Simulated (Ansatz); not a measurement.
# CH₂NSi+: an energy map over two coordinates

A grid of calculations on CH₂NSi, SMILES N#C[SiH2+], charge +1, to see where the energy is lowest and how it rises around there.

Computed with Ansatz 0.2.0. Level: RHF/def2-TZVP.

## Step 1: The system as given

SMILES `N#C[SiH2+]`, 5 atoms, charge 1, spin multiplicity 1.

Atoms are counted from 1 here; the program's logs count them from 0.

Bond lengths: N1–C2 1.180 Å, C2–Si3 1.797 Å, Si3–H4 1.489 Å, Si3–H5 1.489 Å. Angles: N1–C2–Si3 180.0°, C2–Si3–H4 117.5°, C2–Si3–H5 117.6°, H4–Si3–H5 124.9°.

Coordinates:

```xyz
5
charge 1, multiplicity 1
N     0.9630   -1.3590    1.5835
C     0.4684   -0.6609    0.7703
Si   -0.2848    0.4019   -0.4681
H    -1.4496   -0.1379   -1.2224
H     0.3030    1.7559   -0.6634
```

This geometry comes from a loose relaxation at PBE in a small basis, which is not shown.

## Step 3: The grid

First coordinate, umbrella angle at Si3 (between each of its bonds and their common axis; 90 is planar): 15 values from 66.0 to 114.0 °. Second coordinate, change of the bonds Si3–C2, Si3–H4, Si3–H5, all alike: 15 values from −0.172 to 0.266 Å.

Nothing else is relaxed (all other coordinates rigid). Energies count from the relaxed molecule at the same level. Points are written as (first, second).

(The set-up runs are not shown.)

## Step 4: Grid point (90.0°, 0.016 Å)

File input.yaml:

```yaml
crystal:
  periodic: [false, false, false]
  atoms:
    - { symbol: "N", position_ang: [0.94864, -1.338824, 1.560564] }
    - { symbol: C, position_ang: [0.474758, -0.67, 0.781158] }
    - { symbol: Si, position_ang: [-0.279702, 0.394602, -0.459636] }
    - { symbol: H, position_ang: [-1.428983, -0.127295, -1.209251] }
    - { symbol: H, position_ang: [0.291716, 1.731887, -0.660371] }
total_charge: 1
basis:
  gaussian: { orbitals: def2-TZVP }
hamiltonian:
  xc: hf
output:
  forces: true
```

Launch:

```sh
$ ansatz run input.yaml --threads 1 --pin off --max-ram 2560MiB --backend cpu --events-out ev --progress --plain --runs-dir out
```

The session goes on with these runs: the other points that were computed.

What does the calculation give? Wanted: lowest point; highest computed point; largest force on an atom.

As calculated:

| quantity | value |
| --- | --- |
| lowest point | (90.0°, 0.016 Å), 0.9 kJ/mol |
| highest computed point | (66.0°, −0.172 Å), 299 kJ/mol above the lowest |
| largest force on an atom (eV/Å) | 0.4 at (90.0°, 0.016 Å) to 7.4 at (66.0°, 0.266 Å); 0.4 at the lowest point |
| time for the whole task | 2.1 min on 1 thread, shared host |

The lowest computed point is at (90.0°, 0.016 Å), 0.9 kJ/mol from the relaxed molecule at the same level. The grid is coarse, so the lowest point of the scanned range may lie between grid points; coordinates that were held can hide deeper minima. No other kind of well shows on this grid. The highest computed point, (66.0°, −0.172 Å), lies 299 kJ/mol above the lowest. Round the minimum the two coordinates are nearly uncoupled.
